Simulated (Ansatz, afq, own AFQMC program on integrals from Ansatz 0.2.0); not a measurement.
Integrals from Ansatz 0.2.0, then the random walk in our own AFQMC program (afq).

```yaml
crystal:
  periodic: [false, false, false]
  atoms:
    - {symbol: Si, position_ang: [0.000000, -0.083231, 0.527232]}
    - {symbol: C, position_ang: [0.000000, 0.076222, -1.305753]}
    - {symbol: H, position_ang: [0.000000, 1.410897, 0.868536]}
basis:
  gaussian: {orbitals: cc-pVDZ}
magnetization: {spin_polarized: true, initial_magnetization: 3}
correlation: {method: ccsd_t, electrons: outside_noble_gas, hamiltonian_folder: ham}
```

```sh
$ ansatz run in.yaml --threads 1 --pin off --events-out ev --progress --plain --max-ram 16896MiB --backend cuda --devices 0, --max-vram 18GiB
```

afq runs on the folder ham with

```
--method phaseless --trial hf --walkers 4000 --populations 20 --least-time 40 --time-step 0.005 --steps-per-block 20 --equilibration-blocks 112 --max-blocks 4000 --target-error 0.0009000 --factor-cut 1e-05 --start spin_pure --seed 1899 --taylor-order 6
```

Times are imaginary, in 1/Eh. The walk had a cap of 49 s. With eight or more populations the least sampling time is a fifth of least-time, and the error comes from their spread.

```
orbitals 31  electrons 6 3  factors 228 of 361
reference energy -327.19205250 Eh
CCSD correlation -0.17829767 Eh in 15 cycles, weight of the determinant in the CISD state 0.8448
energy of the start -327.192386 Eh
 block  time / (1/Eh)  mean weight  energy / Eh
     1     0.100  1.0008  -327.221282
     2     0.200  1.0008  -327.245075
     3     0.300  1.0010  -327.264081
     4     0.400  1.0009  -327.280423
     5     0.500  1.0011  -327.292819
     7     0.700  1.0008  -327.313390
     9     0.900  1.0002  -327.325140
    13     1.300  1.0002  -327.345168
    21     2.100  1.0001  -327.359042
    25     2.500  1.0001  -327.364001
    29     2.900  1.0001  -327.366329
    37     3.700  1.0001  -327.369150
    45     4.500  1.0001  -327.369107
    53     5.300  0.9998  -327.371332
    61     6.100  1.0001  -327.377008
    69     6.900  0.9998  -327.377669
    77     7.700  0.9999  -327.377865
    85     8.500  1.0000  -327.373229
    93     9.300  0.9999  -327.376689
   101    10.100  1.0000  -327.375062
   109    10.900  0.9997  -327.376056
   117    11.700  1.0000  -327.373170
   125    12.500  1.0000  -327.372321
   133    13.300  0.9999  -327.375169
   141    14.100  1.0001  -327.378847
   149    14.900  0.9999  -327.379449
   157    15.700  0.9997  -327.373035
   165    16.500  1.0002  -327.375370
   173    17.300  0.9999  -327.375787
   181    18.100  1.0000  -327.379806
   189    18.900  1.0001  -327.382611
error from the spread of 20 populations
energy -327.376597 +/- 0.000845 Eh
(rows thinned)
```

(1) Estimate how long the walk took on 1 × NVIDIA H100 80GB HBM3 with 2 threads of AMD EPYC 7R13 Processor (Zen 3) (shared host) (the card was shared).

The run passed its tests (sampling time, drift between the halves within three errors, error under three times the target), which doesn't prove that it has relaxed.

Against this walk (error 23.0 meV) on the same determinant: CCSD(T) 1.8 meV higher (within the noise), CCSDT(Q) 65.3 meV lower, CCSDTQ 65.5 meV lower, a separate phaseless walk with a CISD trial and standard settings 38.0 ± 23.2 meV lower (within the noise). The error is statistical and leaves out the bias of the constraint.

Cautions: constraint bias not in the error; another spin lies lower; an unrestricted solution with more broken spin lies lower (29 meV, ⟨S²⟩ 3.94); raised T1 diagnostic (T1 0.048, weight of the determinant 0.84, largest double 0.09).

Answers

(1) 31 s of wall time.

CCSDT and higher add their correlation energy to the determinant of the CCSD(T) run, since their own runs factorise the integrals more tightly (a shift of under 2 meV). A walk keeps the symmetry of its determinant, which the program's search chose and which needn't be the lowest solution, so a lower state of the same spin and another symmetry isn't excluded.
